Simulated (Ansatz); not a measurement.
Geometry optimisation, Ansatz 0.2.0, UKS r2SCANh-D4/def2-SVP.

input.yaml

```yaml
crystal:
  periodic: [false, false, false]
  atoms:
    - { symbol: C, position_ang: [-0.46215, 0.07989, -0.65162] }
    - { symbol: B, position_ang: [0.52906, -0.0945, 0.45883] }
    - { symbol: Cl, position_ang: [-0.02672, 0.05337, 2.08457] }
    - { symbol: H, position_ang: [-1.50684, 0.29235, -0.48683] }
    - { symbol: H, position_ang: [0.60845, -0.08867, -0.70846] }
    - { symbol: H, position_ang: [1.6644, -0.33047, 0.28832] }
magnetization:
  spin_polarized: true
  initial_magnetization: 1
basis:
  gaussian: { orbitals: def2-SVP }
hamiltonian:
  xc: r2scanh
  dispersion: d4
relax:
  f_tol: 0.02
  max_steps: 50
```

Run as:

```bash
$ ansatz run input.yaml --threads 2 --pin off --max-ram 3072MiB --backend cpu --events-out ev --progress --plain --runs-dir out
```

Q: Where does it end, and by what steps?

A: It converged. After 9 steps the energy has fallen by 4.225 eV; H5 moved furthest, 0.98 Å. Parted: B2–H5 (1.17 → 2.30 Å).

```json
{"step": "0", "energy less start (eV)": "0.0000", "largest force component (eV/Å)": "6.607", "accepted": "yes"}
{"step": "1", "energy less start (eV)": "-1.3001", "largest force component (eV/Å)": "4.023", "accepted": "yes"}
{"step": "2", "energy less start (eV)": "-2.3010", "largest force component (eV/Å)": "2.389", "accepted": "yes"}
{"step": "3", "energy less start (eV)": "-3.1245", "largest force component (eV/Å)": "2.987", "accepted": "yes"}
{"step": "4", "energy less start (eV)": "-3.6361", "largest force component (eV/Å)": "2.640", "accepted": "yes"}
{"step": "5", "energy less start (eV)": "-4.0290", "largest force component (eV/Å)": "1.127", "accepted": "yes"}
{"step": "6", "energy less start (eV)": "-4.1841", "largest force component (eV/Å)": "0.373", "accepted": "yes"}
{"step": "7", "energy less start (eV)": "-4.2228", "largest force component (eV/Å)": "0.140", "accepted": "yes"}
{"step": "8", "energy less start (eV)": "-4.2249", "largest force component (eV/Å)": "0.071", "accepted": "yes"}
{"step": "9", "energy less start (eV)": "-4.2252", "largest force component (eV/Å)": "0.006", "accepted": "yes"}
```

```xyz
6
Properties=species:S:1:pos:R:3
C -0.255 0.131 -0.551
B 0.595 -0.167 0.680
Cl -0.135 -0.072 2.282
H -1.312 0.403 -0.488
H 0.155 0.086 -1.564
H 1.757 -0.469 0.626
```

Whether the end is a true minimum wasn't checked by a vibrational analysis.

Run time: 24 s on 2 threads of AMD EPYC 7B13 (Zen 3) (shared host), peak memory 0.2 GiB.
